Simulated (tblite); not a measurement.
Compound: C₄H₅O (doublet state).
SMILES with atom numbers: `[O:1]=[C:2][CH:3]1[CH2:4][CH2:5]1` (hydrogens: H6 on C3; H7, H8 on C4; H9, H10 on C5)

Structure used (GFN2-xTB), in Å, numbered top down from 1:
```xyz
10
C4H5O angstrom
O      2.0720   -0.9654   -0.8585
C      1.5147   -0.9213    0.1981
C      0.2765   -0.3129    0.6364
C     -0.1797    0.9802   -0.0200
C     -0.9052   -0.2781   -0.3192
H      0.0533   -0.4378    1.6879
H      0.4624    1.3905   -0.7844
H     -0.6377    1.7197    0.6190
H     -0.7638   -0.7300   -1.2894
H     -1.8835   -0.4401    0.1075
```

Calculated harmonic vibrations of the isolated species, GFN2-xTB (tblite), most abundant isotopes, no scaling. Errors from tens to a few hundred cm⁻¹ against measured bands are possible. One conformer, not necessarily the lowest. Open shells enter through the occupations alone, without spin polarisation, and single modes of such species can be off by tens of per cent.

Harmonic wavenumbers (cm⁻¹): 115.2, 204.2, 257.6, 597.3, 796.9, 851.2, 852.4, 910.6, 978.0, 1059.4, 1066.5, 1075.8, 1098.8, 1150.2, 1242.2, 1320.9, 1422.1, 1465.9, 1880.4, 3057.5, 3087.0, 3089.3, 3098.4, 3115.2.

A = 12734, B = 3832, C = 3816 MHz; mass 69.034 u (most abundant isotopes); point group Cs, symmetry number 1; spin multiplicity 2.

Problem. Zero-point energy?

Solution. Half the sum of the wavenumbers: 16896 cm⁻¹ = 202.13 kJ/mol.

Problem. Entropy at 298.15 K, 1 bar (ideal gas, RRHO, classical rotation)?

Solution. Translation 161.67, rotation 104.43, vibration 36.02, spin (R ln 2) 5.76: S = 307.9 J/(mol K).

Problem. And Cp and H(298.15 K) − H(0)?

Solution. Cp = 80.15 J/(mol K), of which vibrations give 46.89 (their classical limit is 24 R = 199.5); H(298.15 K) − H(0) = 16.13 kJ/mol without the zero-point energy, 6.21 from vibrations.

Problem. Blend soft modes into free rotors: weight 1/[1 + (100 cm⁻¹/ν̃)⁴] for the oscillator and the rest for a rotor with moment μB/(μ + B), μ = h/(8π²ν), B = 10⁻⁴⁴ kg m². What vibrational entropy results?

Solution. 35.36 J/(mol K) in place of 36.02, which changes −T·S at 298.15 K by +0.20 kJ/mol.

Problem. What must be added to the electronic energy to get the Gibbs energy at 298.15 K and 1 bar?

Solution. ZPE + [H(298.15 K) − H(0)] − T·S = 202.13 + 16.13 − 91.80 = 126.46 kJ/mol.

Problem. Which modes carry the vibrational entropy at 298.15 K?

Solution. 115.2 cm⁻¹: 13.30; 204.2 cm⁻¹: 8.77; 257.6 cm⁻¹: 7.02; 597.3 cm⁻¹: 1.90; 796.9 cm⁻¹: 0.88; 851.2 cm⁻¹: 0.71 J/(mol K); the other 18 give 3.45 together.

Problem. How do the functions run with temperature in this model?

Solution. 
| T (K) | S (J/(mol K)) | Cp (J/(mol K)) | H − H(0) (kJ/mol) | G − H(0) (kJ/mol) | ln q(vib) |
| --- | --- | --- | --- | --- | --- |
| 50 | 214.0 | 37.9 | 1.72 | -8.98 | 0.04 |
| 100 | 243.4 | 47.2 | 3.87 | -20.47 | 0.29 |
| 373.15 | 327.6 | 96.4 | 22.75 | -99.50 | 2.48 |
| 500 | 359.4 | 120.7 | 36.58 | -143.10 | 3.66 |
| 750 | 415.2 | 154.0 | 71.26 | -240.10 | 6.12 |
| 1000 | 462.6 | 175.2 | 112.59 | -349.97 | 8.55 |

q(vib) and H(0) count from the zero-point level.

Hindered rotation and anharmonicity are outside this model. Other conformers, if any are populated, would add a mixing term that is left out.
